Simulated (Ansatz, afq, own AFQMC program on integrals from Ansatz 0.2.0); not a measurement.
AFQMC on a folder of integrals that Ansatz 0.2.0 wrote.

```yaml
crystal:
  periodic: [false, false, false]
  atoms:
    - {symbol: Br, position_ang: [0.000000, 0.000000, -1.468667]}
    - {symbol: H, position_ang: [0.000000, 0.000000, 0.134333]}
    - {symbol: H, position_ang: [0.000000, 0.000000, 1.334333]}
basis:
  gaussian: {orbitals: cc-pVTZ}
magnetization: {spin_polarized: true, initial_magnetization: 1}
correlation: {method: ccsd_t, electrons: outside_noble_gas, hamiltonian_folder: ham}
```

```sh
$ ansatz run in.yaml --threads 1 --pin off --events-out ev --progress --plain --max-ram 16896MiB --backend cuda --devices 0, --max-vram 18GiB
```

afq runs on the folder ham with

```
--method phaseless --trial cisd --walkers 4000 --populations 20 --least-time 60 --time-step 0.005 --steps-per-block 50 --equilibration-blocks 28 --max-blocks 4000 --target-error 0.00018 --factor-cut 1e-05 --start spin_pure --seed 4907 --release-times 0.24,0.51,0.99,1.62,2.4 --release-step 0.03 --release-every 3 --taylor-order 6
```

Times are imaginary, in 1/Eh. The walk had a cap of 192 s. With eight or more populations the least sampling time is a fifth of least-time, and the error comes from their spread. Filled inner d shells are frozen with the cores.

afq prints:

```
orbitals 57  electrons 5 4  factors 365 of 426
reference energy -2573.53135855 Eh
CCSD correlation -0.20260508 Eh in 11 cycles, weight of the determinant in the CISD state 0.9050
energy of the start -2573.732515 Eh
 block  time / (1/Eh)  mean weight  energy / Eh
     1     0.250  0.9999  -2573.732142
     2     0.500  1.0001  -2573.734523
     3     0.750  1.0001  -2573.736527
     4     1.000  0.9998  -2573.737998
     5     1.250  0.9998  -2573.739420
    10     2.500  0.9998  -2573.741630
    15     3.750  0.9999  -2573.742147
    20     5.000  1.0001  -2573.742118
    25     6.250  1.0001  -2573.742262
    29     7.250  0.9997  -2573.742523
    30     7.500  0.9999  -2573.742097
    35     8.750  0.9998  -2573.742172
    40    10.000  1.0000  -2573.741657
    45    11.250  0.9999  -2573.741837
    50    12.500  0.9999  -2573.742202
    55    13.750  1.0002  -2573.741811
    58    14.500  1.0001  -2573.741329
    60    15.000  0.9999  -2573.741883
    65    16.250  1.0001  -2573.741573
    70    17.500  0.9998  -2573.741599
    75    18.750  0.9999  -2573.741919
    78    19.500  1.0003  -2573.741823
error from the spread of 20 populations
released: time / (1/Eh)  energy / Eh  error  mean overlap
  0.24  -2573.741926  0.000095  0.9973
  0.51  -2573.742022  0.000086  0.9960
  0.99  -2573.742024  0.000069  0.9958
  1.62  -2573.742051  0.000088  0.9950
  2.40  -2573.742124  0.000075  0.9914
energy -2573.741828 +/- 0.000113 Eh
(rows thinned)
```

The run passed its tests (sampling time, drift between the halves within three errors, error under three times the target), which doesn't prove that it has relaxed.

Against this walk (error 3.1 meV) on the same determinant: CCSD(T) 18.4 meV higher, CCSDT(Q) 7.9 meV lower. The error is statistical and leaves out the bias of the constraint. Released to 2.40 1/Eh the energy lies 8 ± 4 meV (both errors) below the phaseless value, which shows part or all of the bias of the constraint, and CCSDT(Q) lies 0.2 meV above the released value.

Cautions: constraint bias not in the error; no relativity below Rb; no spin-orbit coupling; inner d shell frozen.

The walk took 44 s on 1 × NVIDIA H100 80GB HBM3 with 2 threads of AMD EPYC 7R13 Processor (Zen 3) (shared host) (the card was shared). The log's last line is the phaseless energy.

CCSDT and higher add their correlation energy to the determinant of the CCSD(T) run, since their own runs factorise the integrals more tightly (a shift of under 2 meV). A walk keeps the symmetry of its determinant, which the program's search chose and which needn't be the lowest solution, so a lower state of the same spin and another symmetry isn't excluded.
